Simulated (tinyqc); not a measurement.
Worked calculation: MP2 on RHF in the sto-3g basis, frozen core, for H2O, spin multiplicity 1. One step of it, computed by the program tinyqc.

Question. Integrals over molecular orbitals. (pq|rs) = sum C_ip C_jq C_kr C_ls (ij|kl), one index at a time.

coefficients C:
```
              MO1        MO2        MO3        MO4       MO5        MO6        MO7
1O 1s    0.994226  -0.234764   0.000000   0.099084  0.000000  -0.127246   0.000000
1O 2s    0.025717   0.850201   0.000000  -0.513975  0.000000   0.816995   0.000000
1O 2px   0.000000   0.000000   0.000000   0.000000  1.000000   0.000000   0.000000
1O 2py   0.000000   0.000000   0.601323   0.000000  0.000000   0.000000   0.973792
1O 2pz   0.003859   0.112321   0.000000   0.775673  0.000000   0.725747   0.000000
2H 1s   -0.005519   0.155672   0.446545   0.292011  0.000000  -0.769644  -0.798940
3H 1s   -0.005519   0.155672  -0.446545   0.292011  0.000000  -0.769644   0.798940
```

core Hamiltonian H = T + V (hartree):
```
             1O 1s      1O 2s     1O 2px     1O 2py     1O 2pz      2H 1s      3H 1s
1O 1s   -32.672304  -7.601298   0.000000   0.000000  -0.016835  -1.573442  -1.573442
1O 2s    -7.601298  -9.290268   0.000000   0.000000  -0.200959  -3.463540  -3.463540
1O 2px    0.000000   0.000000  -7.421147   0.000000   0.000000   0.000000   0.000000
1O 2py    0.000000   0.000000   0.000000  -7.567378   0.000000  -1.956322   1.956322
1O 2pz   -0.016835  -0.200959   0.000000   0.000000  -7.500569  -1.502208  -1.502208
2H 1s    -1.573442  -3.463540   0.000000  -1.956322  -1.502208  -4.892926  -1.366617
3H 1s    -1.573442  -3.463540   0.000000   1.956322  -1.502208  -1.366617  -4.892926
```

Two-electron integrals (ij|kl) in chemists' order, unique and non-zero (hartree):
```
(11|11) 4.785065    (21|11) 0.741380    (21|21) 0.136873    (22|11) 1.118947
(22|21) 0.256633    (22|22) 0.817206    (31|31) 0.024477    (32|31) 0.037809
(32|32) 0.180518    (33|11) 1.115814    (33|21) 0.256684    (33|22) 0.817023
(33|33) 0.880159    (41|41) 0.024477    (42|41) 0.037809    (42|42) 0.180518
(43|43) 0.047444    (44|11) 1.115814    (44|21) 0.256684    (44|22) 0.817023
(44|33) 0.785270    (44|44) 0.880159    (51|51) 0.024477    (52|51) 0.037809
(52|52) 0.180518    (53|53) 0.047444    (54|54) 0.047444    (55|11) 1.115814
(55|21) 0.256684    (55|22) 0.817023    (55|33) 0.785270    (55|44) 0.785270
(55|55) 0.880159    (61|11) 0.154508    (61|21) 0.028283    (61|22) 0.052683
(61|33) 0.052581    (61|41) 0.001051    (61|42) 0.001966    (61|44) 0.052783
(61|51) 0.000774    (61|52) 0.001449    (61|54) 0.000149    (61|55) 0.052691
(61|61) 0.005920    (62|11) 0.373874    (62|21) 0.086815    (62|22) 0.305843
(62|33) 0.300664    (62|41) 0.005244    (62|42) 0.039972    (62|44) 0.310545
(62|51) 0.003865    (62|52) 0.029458    (62|54) 0.007282    (62|55) 0.306030
(62|61) 0.018285    (62|62) 0.141422    (63|31) 0.009108    (63|32) 0.052933
(63|43) 0.008316    (63|53) 0.006129    (63|63) 0.020213    (64|11) 0.216053
(64|21) 0.050820    (64|22) 0.191181    (64|33) 0.182496    (64|41) 0.011800
(64|42) 0.076610    (64|44) 0.205097    (64|51) 0.001984    (64|52) 0.017449
(64|54) 0.010527    (64|55) 0.185737    (64|61) 0.011180    (64|62) 0.107379
(64|64) 0.100809    (65|11) 0.159225    (65|21) 0.037453    (65|22) 0.140895
(65|33) 0.134494    (65|41) 0.001984    (65|42) 0.017449    (65|44) 0.138893
(65|51) 0.010570    (65|52) 0.065793    (65|54) 0.011558    (65|55) 0.149141
(65|61) 0.008239    (65|62) 0.079135    (65|64) 0.059397    (65|65) 0.063987
(66|11) 0.511755    (66|21) 0.120764    (66|22) 0.487691    (66|33) 0.467940
(66|41) 0.009497    (66|42) 0.099607    (66|44) 0.505944    (66|51) 0.006999
(66|52) 0.073408    (66|54) 0.028008    (66|55) 0.488581    (66|61) 0.025667
(66|62) 0.283146    (66|64) 0.245457    (66|65) 0.180895    (66|66) 0.774606
(71|11) 0.154508    (71|21) 0.028283    (71|22) 0.052683    (71|33) 0.052581
(71|41) -0.001051   (71|42) -0.001966   (71|44) 0.052783    (71|51) 0.000774
(71|52) 0.001449    (71|54) -0.000149   (71|55) 0.052691    (71|61) 0.005825
(71|62) 0.017687    (71|64) 0.009880    (71|65) 0.007976    (71|66) 0.024540
(71|71) 0.005920    (72|11) 0.373874    (72|21) 0.086815    (72|22) 0.305843
(72|33) 0.300664    (72|41) -0.005244   (72|42) -0.039972   (72|44) 0.310545
(72|51) 0.003865    (72|52) 0.029458    (72|54) -0.007282   (72|55) 0.306030
(72|61) 0.017687    (72|62) 0.114008    (72|64) 0.059750    (72|65) 0.061993
(72|66) 0.186675    (72|71) 0.018285    (72|72) 0.141422    (73|31) 0.009108
(73|32) 0.052933    (73|43) -0.008316   (73|53) 0.006129    (73|63) 0.015732
(73|73) 0.020213    (74|11) -0.216053   (74|21) -0.050820   (74|22) -0.191181
(74|33) -0.182496   (74|41) 0.011800    (74|42) 0.076610    (74|44) -0.205097
(74|51) -0.001984   (74|52) -0.017449   (74|54) 0.010527    (74|55) -0.185737
(74|61) -0.009880   (74|62) -0.059750   (74|64) -0.016081   (74|65) -0.031771
(74|66) -0.086985   (74|71) -0.011180   (74|72) -0.107379   (74|74) 0.100809
(75|11) 0.159225    (75|21) 0.037453    (75|22) 0.140895    (75|33) 0.134494
(75|41) -0.001984   (75|42) -0.017449   (75|44) 0.138893    (75|51) 0.010570
(75|52) 0.065793    (75|54) -0.011558   (75|55) 0.149141    (75|61) 0.007976
(75|62) 0.061993    (75|64) 0.031771    (75|65) 0.048926    (75|66) 0.111068
(75|71) 0.008239    (75|72) 0.079135    (75|74) -0.059397   (75|75) 0.063987
(76|11) 0.136461    (76|21) 0.031963    (76|22) 0.121723    (76|33) 0.118978
(76|44) 0.121494    (76|51) 0.002259    (76|52) 0.020275    (76|55) 0.124566
(76|61) 0.006657    (76|62) 0.055295    (76|64) 0.036296    (76|65) 0.034786
(76|66) 0.113365    (76|71) 0.006657    (76|72) 0.055295    (76|74) -0.036296
(76|75) 0.034786    (76|76) 0.026377    (77|11) 0.511755    (77|21) 0.120764
(77|22) 0.487691    (77|33) 0.467940    (77|41) -0.009497   (77|42) -0.099607
(77|44) 0.505944    (77|51) 0.006999    (77|52) 0.073408    (77|54) -0.028008
(77|55) 0.488581    (77|61) 0.024540    (77|62) 0.186675    (77|64) 0.086985
(77|65) 0.111068    (77|66) 0.323832    (77|71) 0.025667    (77|72) 0.283146
(77|74) -0.245457   (77|75) 0.180895    (77|76) 0.113365    (77|77) 0.774606
```

Give: one-electron integrals over orbitals h = C^T H C; Two-electron integrals over orbitals.

Answer.

one-electron integrals over orbitals h = C^T H C (hartree):
```
          1        2        3        4        5        6        7
1  -32.6550   0.5615   0.0000  -0.2238   0.0000   0.2931   0.0000
2    0.5615  -7.6259   0.0000   0.4619   0.0000  -1.3339   0.0000
3    0.0000   0.0000  -6.2438   0.0000   0.0000   0.0000  -1.7367
4   -0.2238   0.4619   0.0000  -6.8873   0.0000  -1.1391   0.0000
5    0.0000   0.0000   0.0000   0.0000  -7.4211   0.0000   0.0000
6    0.2931  -1.3339   0.0000  -1.1391   0.0000  -5.2998   0.0000
7    0.0000   0.0000  -1.7367   0.0000   0.0000   0.0000  -5.5896
```

Two-electron integrals over orbitals (pq|rs), unique and non-zero (hartree); the lowest 1 orbital is frozen and left out:
```
(22|22) 0.7242     (32|32) 0.1407     (33|22) 0.6342     (33|33) 0.6195
(42|22) -0.0049    (42|33) 0.0062     (42|42) 0.1269     (43|32) 0.0234
(43|43) 0.0489     (44|22) 0.6743     (44|33) 0.5884     (44|42) -0.1033
(44|44) 0.7636     (52|52) 0.1462     (53|53) 0.0279     (54|52) -0.0456
(54|54) 0.0536     (55|22) 0.7489     (55|33) 0.6191     (55|42) -0.0717
(55|44) 0.7206     (55|55) 0.8802     (62|22) 0.1393     (62|33) 0.0714
(62|42) 0.0240     (62|44) 0.0827     (62|55) 0.1543     (62|62) 0.0993
(63|32) -0.0417    (63|43) -0.0319    (63|63) 0.0744     (64|22) 0.1038
(64|33) 0.0440     (64|42) -0.0337    (64|44) 0.1245     (64|55) 0.1245
(64|62) 0.0621     (64|64) 0.0748     (65|52) 0.0575     (65|54) 3.23e-04
(65|65) 0.0373     (66|22) 0.6045     (66|33) 0.5633     (66|42) 0.0565
(66|44) 0.5457     (66|55) 0.5829     (66|62) 0.0937     (66|64) 0.0462
(66|66) 0.5903     (72|32) 0.0452     (72|43) -0.0324    (72|63) 0.0337
(72|72) 0.0640     (73|22) 0.1473     (73|33) 0.0899     (73|42) -0.0753
(73|44) 0.1574     (73|55) 0.1942     (73|62) 0.0752     (73|64) 0.0835
(73|66) 0.0395     (73|73) 0.1536     (74|32) -0.0752    (74|43) -0.0019
(74|63) 0.0479     (74|72) -0.0173    (74|74) 0.0685     (75|53) 0.0238
(75|75) 0.0248     (76|32) 0.0964     (76|43) 0.0522     (76|63) -0.0675
(76|72) -0.0073    (76|74) -0.0584    (76|76) 0.1160     (77|22) 0.6201
(77|33) 0.6019     (77|42) -0.0166    (77|44) 0.6019     (77|55) 0.6222
(77|62) 0.0673     (77|64) 0.0450     (77|66) 0.5603     (77|73) 0.0967
(77|77) 0.6140
```
